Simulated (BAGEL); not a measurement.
# quartet CF: CASPT2(11,8)/cc-pVTZ (density fitting with cc-pvqz-jkfit)

We compute the energy of quartet CF. 

The results are computed with BAGEL 1.2.2.

1 further run of the same task is left out (set aside as unsound or not needed).

### Step 1. The molecule

CF has 2 atoms, charge 0, and is taken as a quartet. SMILES of the parent species: `[C]F`. Geometry: relaxed at PBE0-D4/def2-TZVP. That shape belongs to the parent species and isn't relaxed for this state.

Bond lengths: C1–F2 1.268 Å.

### Step 2. A single-point energy at CASPT2(11,8)/cc-pVTZ (density fitting with cc-pvqz-jkfit)

Contents of input.json:

```json
{ "bagel" : [

{
  "title" : "molecule",
  "basis" : "cc-pvtz.json",
  "df_basis" : "cc-pvqz-jkfit",
  "angstrom" : true,
  "geometry" : [
    { "atom" : "C", "xyz" : [    0.000000,    0.000000,    0.003080 ] },
    { "atom" : "F", "xyz" : [    0.000000,    0.000000,    1.271320 ] }
  ]
},
{
  "title" : "hf",
  "charge" : 1
},
{
  "title" : "casscf",
  "nstate" : 1,
  "nact" : 8,
  "nclosed" : 2,
  "charge" : 0,
  "nspin" : 3,
  "maxiter" : 200,
  "natocc" : true
},
{
  "title" : "print",
  "file" : "orbitals.molden",
  "orbitals" : true
},
{
  "title" : "smith",
  "method" : "caspt2",
  "ms" : true,
  "xms" : true,
  "sssr" : true,
  "shift" : 0.0,
  "ncore" : 2
}

]}
```

The basis set cc-pVTZ is read from a file made from the Basis Set Exchange's data (not shown).

Started as:

```bash
$ BAGEL_NUM_THREADS=1 BAGEL input.json > input.out
```

What it wrote:

```text
* using 1 threads per process

  ===============================================================
  ===============================================================

  *** Geometry ***

  { "atom" : "C", "xyz" : [      0.000000,      0.000000,      0.005820 ] },
  { "atom" : "F", "xyz" : [      0.000000,      0.000000,      2.402447 ] },

  Number of auxiliary basis functions:      212

  Since a DF basis is specified, we compute 2- and 3-index integrals:
    o Being stored without compression. Storage requirement is 0.006 GB

  Number of basis functions:       60
  Number of electrons      :       15

    * METHOD: MOLECULE                             0.03

  *** RHF ***

  === Nuclear Repulsion ===
    22.5316733238

      * DIIS with orbital gradients will be used.

  === RHF iteration (cc-pvtz.json) ===
      0       -136.70256580          0.03281680           0.00
      1       -136.74600250          0.03360817           0.01
      2       -136.87318817          0.00183947           0.01
      3       -136.87452207          0.00073120           0.01
      4       -136.87472500          0.00022254           0.01
      5       -136.87474496          0.00005895           0.01
      6       -136.87474588          0.00000786           0.01
      7       -136.87474590          0.00000115           0.01
      8       -136.87474590          0.00000009           0.01
      9       -136.87474590          0.00000001           0.01
     10       -136.87474590          0.00000000           0.01
    * SCF iteration converged.

    * Permanent dipole moment:
           (   -0.000000,     0.000000,     0.845311) a.u.

    * METHOD: HF                                   0.09

  ---------------------------
      CASSCF calculation
  ---------------------------

    * nstate   :      1
    * nclosed  :      2
    * nact     :      8
    * nvirt    :     50
  === CASSCF iteration (cc-pvtz.json) ===

    * Using the second-order algorithm

      0  0      -137.11531228     2.51e-02      0.01

      1  0      -137.15608123     2.19e-03      0.06

      2  0      -137.17134477     9.60e-04      0.05

      3  0      -137.17166308     2.48e-04      0.07

      4  0      -137.17168836     1.01e-04      0.06

      5  0      -137.17169161     4.12e-05      0.07

      6  0      -137.17169206     1.67e-05      0.06

      7  0      -137.17169213     6.70e-06      0.07

      8  0      -137.17169213     2.67e-06      0.06

      9  0      -137.17169214     1.06e-06      0.07

     10  0      -137.17169214     4.17e-07      0.07

     11  0      -137.17169214     1.63e-07      0.06

     12  0      -137.17169214     6.36e-08      0.06

     13  0      -137.17169214     2.47e-08      0.06

     14  0      -137.17169214     9.58e-09      0.06

    * Second-order optimization converged. *

     guess   0:   closed 1111....             open ....111.

  === FCI iteration ===

      0  0      -137.13607247     1.25e-02      0.00
      1  0      -137.16870996     3.60e-03      0.00
      2  0      -137.17146276     9.78e-04      0.00
      3  0      -137.17168055     2.33e-04      0.00
      4  0      -137.17169108     6.75e-05      0.00
      5  0      -137.17169202     2.27e-05      0.00
      6  0      -137.17169212     6.69e-06      0.00
      7  0      -137.17169214     1.73e-06      0.00
      8  0      -137.17169214     5.47e-07      0.00
      9  0      -137.17169214     1.85e-07      0.00
     10  0      -137.17169214     4.84e-08      0.00
     11  0      -137.17169214     1.04e-08      0.00
     12  0      -137.17169214     2.20e-09      0.00
     13  0      -137.17169214     4.97e-10      0.00
     14  0 *    -137.17169214     9.29e-11      0.00

     * ci vector, state   0, <S^2> = 3.7500
       2222aaa.    -0.9920660065
       222.aaa2    -0.0754626291

    * METHOD: CASSCF                               0.91

    * METHOD: PRINT                                0.01

  === SMITH program ===

    * freezing 2 orbitals

    * Approximate memory requirement for SMITH calulation per MPI process:
      o Storage requirement for T-amplitude, lambda, and residual is 0.00 GB
      o Storage requirement for MO integrals is 0.00 GB
    * Calculating and saving rdm4f

    * Zeroth order energy : state  0       -8.6028585860

    * CASPT2 iteration is performed using redundant basis

      ---- iteration ----

        0    -0.28821478     0.00994649      0.09
        1    -0.28948239     0.00092043      0.09
        2    -0.28951685     0.00013190      0.10
        3    -0.28951725     0.00001453      0.10
        4    -0.28951726     0.00000278      0.10
        5    -0.28951726     0.00000029      0.10

      -------------------

    * CASPT2 energy : state  0     -137.4612093929
        reference weight              0.9430713069

    * METHOD: SMITH                                1.34

  ===============================================================
```

Run time: 2.5 s. Hardware: 1 thread of Arm Neoverse V1, shared host.

### Step 3. What came out

Level: CASPT2(11,8)/cc-pVTZ (density fitting with cc-pvqz-jkfit), 2 core orbitals frozen.

| quantity | value |
| --- | --- |
| total energy | -137.46121 Eh |
